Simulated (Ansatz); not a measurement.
# One structure, 3 elements: KF, KBr, KI

Plane-wave DFT in Ansatz with scalar-relativistic PAW potentials, cutoff 420 eV, Γ-centred meshes chosen by cell and gap, Gaussian smearing with energies taken to zero width. Every cell was relaxed (cell and atoms) in a run of its own, within the symmetry of its start. Functional: LDA.

All members share space group Fm-3m and the same sites; only the element on one set of sites changes (F, Br, I). Members needn't be the stable form of their composition. Energies over the elements, where given, are against the elements' standard states in the same functional (H₂, N₂, O₂ and halogens uncorrected, Hg as a solid). The first member:

Space group Fm-3m (No. 225). a = 5.163 Å, b = 5.163 Å, c = 5.163 Å, α = 90.00°, β = 90.00°, γ = 90.00°
```json
{"atom": "K", "site": "4a", "symmetry": "m-3m", "x": "0.0000", "y": "0.0000", "z": "0.0000"}
{"atom": "F", "site": "4b", "symmetry": "m-3m", "x": "0.5000", "y": "0.0000", "z": "0.0000"}
```

| compound | V (Å³/atom) | a (Å) | gap on mesh (eV) | energy over elements (eV/atom) |
| --- | --- | --- | --- | --- |
| KF | 17.20 | 5.163 | 6.37 | -2.917 |
| KI | 39.68 | 6.822 | 3.86 | -1.494 |

Problem. Predict the member with Br.

Solution. V (Å³/atom) 32.33, a (Å) 6.371, gap on mesh (eV) 4.32, energy over elements (eV/atom) -1.773. Interpolating linearly in period between F and I would give 32.19 Å³/atom (0.4 % too small) and a gap of 4.70 eV, with -1.968 eV/atom over the elements. Over the whole series the volume grows at each step down the group; the gap narrows; binding against the elements weakens. The p levels of the anion rise down the group and lift the valence band, the usual cause of such narrowing. Less electronegative, larger anions gain less from charge transfer and lattice energy, in line with the weaker binding.

Spin-orbit coupling is left out, which matters for the bands of heavy elements.